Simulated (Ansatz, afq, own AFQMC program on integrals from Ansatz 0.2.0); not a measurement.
Two steps: Ansatz 0.2.0 writes the Fock matrix and Cholesky factors of the valence space, and afq projects on them the lowest state that overlaps trial and start.

```yaml
crystal:
  periodic: [false, false, false]
  atoms:
    - {symbol: Si, position_ang: [0.000000, -0.128539, 0.664171]}
    - {symbol: O, position_ang: [0.000000, 0.179133, -1.126591]}
    - {symbol: H, position_ang: [0.000000, 1.356602, 1.038680]}
    - {symbol: H, position_ang: [0.000000, -0.618386, -1.662525]}
basis:
  gaussian: {orbitals: cc-pVDZ}
magnetization: {spin_polarized: false}
correlation: {method: ccsd_t, electrons: outside_noble_gas, hamiltonian_folder: ham}
```

```sh
$ ansatz run in.yaml --threads 1 --pin off --events-out ev --progress --plain --max-ram 1382MiB
```

afq runs on the folder ham with

```
--method phaseless --trial cisd --walkers 60 --populations 1 --least-time 40 --time-step 0.005 --steps-per-block 50 --equilibration-blocks 28 --max-blocks 300 --target-error 0.00042 --factor-cut 1e-05 --seed 6336 --release-times 0.24,0.51,0.99,1.62,2.4 --release-step 0.03 --release-every 4 --taylor-order 6
```

Times are imaginary, in 1/Eh. The walk had a cap of 513 s.

Log:

```
orbitals 36  electrons 6 6  factors 270 of 400
reference energy -364.93617750 Eh
CCSD correlation -0.30196958 Eh in 11 cycles, weight of the determinant in the CISD state 0.8710
energy of the start -365.238147 Eh
 block  time / (1/Eh)  mean weight  energy / Eh
     1     0.250  1.0026  -365.233247
     2     0.500  0.9986  -365.238711
     3     0.750  1.0016  -365.241128
     4     1.000  1.0007  -365.238921
     5     1.250  0.9995  -365.242104
     8     2.000  0.9993  -365.238026
    17     4.250  0.9978  -365.248591
    41    10.250  1.0013  -365.242625
    65    16.250  0.9991  -365.242576
    89    22.250  0.9986  -365.244013
    97    24.250  0.9966  -365.235125
   113    28.250  0.9967  -365.241308
   129    32.250  1.0040  -365.283925
   137    34.250  1.0011  -365.244658
   161    40.250  1.0003  -365.260119
   185    46.250  0.9988  -365.243389
   209    52.250  1.0022  -365.239567
   233    58.250  0.9976  -365.244197
   257    64.250  1.0038  -365.242388
   281    70.250  1.0026  -365.258127
   305    76.250  0.9986  -365.245932
   321    80.250  0.9998  -365.245909
blocks merged  error / Eh  count
     1  0.000417  300
     2  0.000498  150
     4  0.000566  75
     8  0.000673  37
    16  0.000756  18
    32  0.000872  9
released: time / (1/Eh)  energy / Eh  error  mean overlap
  0.24  -365.248222  0.000740  0.9904
  0.51  -365.248991  0.000621  0.9744
  0.99  -365.247904  0.000677  0.9741
  1.62  -365.247362  0.000961  0.9749
  2.40  -365.247924  0.001019  0.9613
energy -365.247182 +/- 0.000756 Eh
(rows thinned)
```

The run passed its tests (sampling time, drift between the halves within three errors, error under three times the target), which doesn't prove that it has relaxed.

Against this walk (error 20.6 meV) on the same determinant: CCSD(T) 27.2 meV higher (within the noise), CCSDT(Q) 21.6 meV lower (within the noise). The error is statistical and leaves out the bias of the constraint. Released to 2.40 1/Eh the energy moves by -20 ± 35 meV (both errors), within twice the noise.

Cautions: constraint bias not in the error; error above the target (20.6 against 11.4 meV); higher spins were not checked; restricted determinant unstable towards unrestricted (UHF 12 meV lower, ⟨S²⟩ 0.15); raised T1 diagnostic (T1 0.022, weight of the determinant 0.87, largest double 0.09); the bias of populations of 60 walkers isn't removed.

The walk took 4.2 min on 1 thread of Intel(R) Xeon(R) Platinum 8175M CPU @ 2.50GHz (Skylake/Cascade Lake) (shared host). The log's last line is the phaseless energy.

CCSDT and higher add their correlation energy to the determinant of the CCSD(T) run, since their own runs factorise the integrals more tightly (a shift of under 2 meV). A walk keeps the symmetry of its determinant, which the program's search chose and which needn't be the lowest solution, so a lower state of the same spin and another symmetry isn't excluded.
